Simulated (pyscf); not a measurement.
Single points on ωB97X-D3(BJ)/def2-SVP structures (PySCF, gas phase).

### Question
For the elementary gas-phase step methylsilane (H₃C–SiH₃) + AuH → H₃C–Au + silane (SiH₄) (singlet surface; C–Si, Au–H broken, Au–C, H–Si formed), what barrier and reaction energy does ωB97M-D3(BJ)/def2-TZVP give, measured from the separated reactants?

### Answer
ΔE‡ = 3.03 eV, ΔE = +0.39 eV. Zero-point energy shifts the barrier by +0.01 eV. It is a four-centre exchange, with an imaginary mode of 753i cm⁻¹. On the reactant side the descent ends in an adduct with a Au–Si, Au–H contact (not fully relaxed), 1.08 eV under the separated species and 4.07 eV under the saddle at ωB97X-D3(BJ)/def2-TZVP. On the product side the descent ends in a complex (not fully relaxed), 0.18 eV under the separated species and 2.84 eV under the saddle at ωB97X-D3(BJ)/def2-TZVP. The products may also form a dative adduct at H₃C–Au; it and routes through it were not searched. One saddle was located; it need not be the lowest between these sides. Elements past Kr carry the def2 core potentials, without spin-orbit coupling.
